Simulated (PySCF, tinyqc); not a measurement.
CCSD on RHF in the sto-3g basis, for CH+, spin multiplicity 1, step by step. The lowest restricted solution is unstable here: a spin-polarised one lies 0.0088 hartree lower (PySCF). One step of it, computed by the program tinyqc.

Question. CCSD: starting amplitudes. t_ij^ab = <ij||ab> / (e_i + e_j - e_a - e_b), whose energy is MP2.

orbital energies (hartree): MO1 -11.676983, MO2 -1.179496, MO3 -0.820511, MO4 -0.267275, MO5 -0.267275, MO6 0.021514

Two-electron integrals over orbitals (pq|rs), unique and non-zero (hartree):
```
(11|11) 3.513538    (21|11) -0.323899   (21|21) 0.047940    (22|11) 0.777752
(22|21) -0.010512   (22|22) 0.583778    (31|11) 0.147611    (31|21) -0.018684
(31|22) 0.015110    (31|31) 0.021630    (32|11) -0.096526   (32|21) 0.008375
(32|22) 0.025331    (32|31) 0.013222    (32|32) 0.106940    (33|11) 0.733977
(33|21) -0.011070   (33|22) 0.520296    (33|31) -0.006743   (33|32) -0.047831
(33|33) 0.583273    (41|41) 0.021457    (42|41) 0.025919    (42|42) 0.108601
(43|41) -0.011651   (43|42) -0.039604   (43|43) 0.043431    (44|11) 0.852066
(44|21) -0.010038   (44|22) 0.574728    (44|31) 0.004363    (44|32) -0.052640
(44|33) 0.543301    (44|44) 0.672833    (51|51) 0.021457    (52|51) 0.025919
(52|52) 0.108601    (53|51) -0.011651   (53|52) -0.039604   (53|53) 0.043431
(54|54) 0.036269    (55|11) 0.852066    (55|21) -0.010038   (55|22) 0.574728
(55|31) 0.004363    (55|32) -0.052640   (55|33) 0.543301    (55|44) 0.600295
(55|55) 0.672833    (61|11) 0.117711    (61|21) -0.020325   (61|22) -0.004397
(61|31) -0.003929   (61|32) -0.016327   (61|33) 0.013334    (61|44) 0.003246
(61|55) 0.003246    (61|61) 0.018432    (62|11) -0.187127   (62|21) 0.003068
(62|22) -0.082299   (62|31) -0.013423   (62|32) 0.004473    (62|33) -0.019484
(62|44) -0.097581   (62|55) -0.097581   (62|61) 0.008439    (62|62) 0.087644
(63|11) -0.195938   (63|21) 0.004551    (63|22) -0.047288   (63|31) 0.003409
(63|32) 0.079242    (63|33) -0.077202   (63|44) -0.101498   (63|55) -0.101498
(63|61) -0.006120   (63|62) 0.065030    (63|63) 0.123840    (64|41) -0.008538
(64|42) -0.034763   (64|43) -0.003544   (64|64) 0.023114    (65|51) -0.008538
(65|52) -0.034763   (65|53) -0.003544   (65|65) 0.023114    (66|11) 0.617877
(66|21) -0.004563   (66|22) 0.526678    (66|31) 0.013530    (66|32) 0.090002
(66|33) 0.493422    (66|44) 0.460474    (66|55) 0.460474    (66|61) -0.007828
(66|62) 0.008150    (66|63) 0.065716    (66|66) 0.636832
```

Give: Starting amplitudes; correlation energy.

Answer.

Starting amplitudes (spin orbitals 1a, 1b, ...; amplitudes related by a flip of all spins are not repeated):
```
from      to         t
3a 3b  6a 6b   -0.0735
2a 2b  4a 4b   -0.0595
2a 2b  5a 5b   -0.0595
3a 3b  4a 4b   -0.0393
3a 3b  5a 5b   -0.0393
2a 2b  6a 6b   -0.0365
2a 3b  6a 6b   -0.0318
2a 3b  4a 4b    0.0270
2a 3b  5a 5b    0.0270
1a 2b  4a 4b   -0.0021
1a 2b  5a 5b   -0.0021
1a 3b  4a 4b    0.0010
1a 3b  5a 5b    0.0010
1a 1b  4a 4b   -0.0009
1a 1b  5a 5b   -0.0009
1a 1b  6a 6b   -0.0008
1a 2b  6a 6b   -0.0007
1a 3b  6a 6b  4.88e-04
```

correlation energy = -0.037400 hartree
